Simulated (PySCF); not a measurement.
Orbital picture of C₂⁺

B3LYP at R = 1.413 Å; C cc-pVDZ; no relativity (PySCF 2.14). State: ⁴Σg⁻ (quartet), unpaired electrons σ ↑, π ↑↑. Only the outer orbitals are listed.

```json
{"spin": "α", "orbital": "σg", "occ.": "1", "ε (eV)": "-32.72", "main shells (%)": "77 s, 22 p"}
{"spin": "α", "orbital": "σu", "occ.": "1", "ε (eV)": "-22.58", "main shells (%)": "84 s, 16 p"}
{"spin": "α", "orbital": "πu", "occ.": "1", "ε (eV)": "-19.49", "main shells (%)": "98 p"}
{"spin": "α", "orbital": "πu", "occ.": "1", "ε (eV)": "-19.49", "main shells (%)": "98 p"}
{"spin": "α", "orbital": "σg", "occ.": "1", "ε (eV)": "-19.31", "main shells (%)": "74 p, 25 s"}
{"spin": "α", "orbital": "πg", "occ.": "0", "ε (eV)": "-11.65", "main shells (%)": "99 p"}
{"spin": "α", "orbital": "πg", "occ.": "0", "ε (eV)": "-11.65", "main shells (%)": "99 p"}
{"spin": "α", "orbital": "σu", "occ.": "0", "ε (eV)": "-2.13", "main shells (%)": "99 p"}
{"spin": "β", "orbital": "σg", "occ.": "1", "ε (eV)": "-29.95", "main shells (%)": "76 s, 23 p"}
{"spin": "β", "orbital": "σu", "occ.": "1", "ε (eV)": "-19.31", "main shells (%)": "84 s, 15 p"}
{"spin": "β", "orbital": "πu", "occ.": "0", "ε (eV)": "-15.03", "main shells (%)": "98 p"}
{"spin": "β", "orbital": "πu", "occ.": "0", "ε (eV)": "-15.03", "main shells (%)": "98 p"}
{"spin": "β", "orbital": "σg", "occ.": "0", "ε (eV)": "-14.69", "main shells (%)": "72 p, 28 s"}
```

Q: Which are the highest filled and the lowest empty level, where do they sit, and how wide is the gap?

A: Highest filled β σu at -19.31 eV (in %: 84 s, 15 p); lowest empty β πu at -15.03 eV (in %: 98 p); the gap at B3LYP is 4.28 eV.

The bond order (Mayer) is 2.01. The ⟨S²⟩ is 3.752, the polarisability along the bond is 33.0 bohr³ and the polarisability across the bond is 9.5 bohr³.

The state is the lowest determinant that a PBE0 search found; another state may lie lower at other levels.
